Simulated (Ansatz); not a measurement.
Predict the output of the script below (the Python package of Ansatz (0.2.0)).

Script `c4h5clo.py`:
```python
"""Conformer energies of C4H5ClO."""

import ansatz as az
from rdkit import Chem
from rdkit.Chem import AllChem

rd = Chem.AddHs(Chem.MolFromSmiles("C=C(Cl)C1CO1"))
ids = list(AllChem.EmbedMultipleConfs(rd, numConfs=20, randomSeed=322, pruneRmsThresh=0.4))
field = [energy for _, energy in AllChem.MMFFOptimizeMoleculeConfs(rd)]
distinct = {round(e, 2): i for i, e in zip(ids, field)}
chosen = sorted(distinct.items())[:3]
found = []
for force_field, index in chosen:
    molecule = az.Crystal.molecule()
    for atom, xyz in zip(rd.GetAtoms(), rd.GetConformer(index).GetPositions()):
        molecule = molecule.atom(atom.GetSymbol(), xyz.round(5).tolist())
    setup = (
        molecule.calculation()
        .basis(gaussian="def2-SVP")
        .functional("r2scan")
    )
    found.append(setup.run(threads=1, pin="off").report["free_energy_ev"])
print("conformer   MMFF (kcal/mol)   this level (kcal/mol)")
for (force_field, index), e in zip(chosen, found):
    print(f"{index:9d} {force_field - chosen[0][0]:17.2f} {23.060548 * (e - min(found)):17.3f}")
```

```console
$ python c4h5clo.py
conformer   MMFF (kcal/mol)   this level (kcal/mol)
        2              0.00             0.000
        4              1.73             2.787
```

The conformers keep their force-field geometries. The whole script took 9.1 s on 1 thread of Intel(R) Xeon(R) Platinum 8488C (Sapphire Rapids), on a shared host, peak memory 0.29 GiB.
